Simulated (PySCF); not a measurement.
## Ionisation energy of Ar by level of theory

Ar [Ar] (1S) → Ar⁺ [Ne] 3s2 3p5 (2P), as a difference of total energies. Calculation: PySCF 2.14, in aug-cc-pCVTZ-DK with one added diffuse shell each of s, p, d, f type (9s8p6d4f, 91 functions); scalar relativity by spin-free X2C-1e. Correlated levels: valence and next inner shell: 1s2 frozen. The calculations carry no spin-orbit coupling.

```json
{"method": "UHF", "ionisation energy (eV)": "14.537"}
{"method": "MP2 (valence and next inner shell)", "ionisation energy (eV)": "15.750"}
{"method": "SCS-MP2 (valence and next inner shell)", "ionisation energy (eV)": "15.642"}
{"method": "CCSD (valence and next inner shell)", "ionisation energy (eV)": "15.546"}
{"method": "CCSD(T) (valence and next inner shell)", "ionisation energy (eV)": "15.606"}
```

Problem. How much does correlation contribute at CCSD(T) (valence and next inner shell)?

Solution. 15.606 − (14.537) = 1.069 eV, measured against UHF.

A first-order spin-orbit estimate (lowest level to lowest level, LS coupling) adds -0.056 eV.

Errors of the correlated levels include the incompleteness of this basis and the frozen core.

For comparison: 15.760 eV (measured; NIST Atomic Spectra Database, ionization energies).
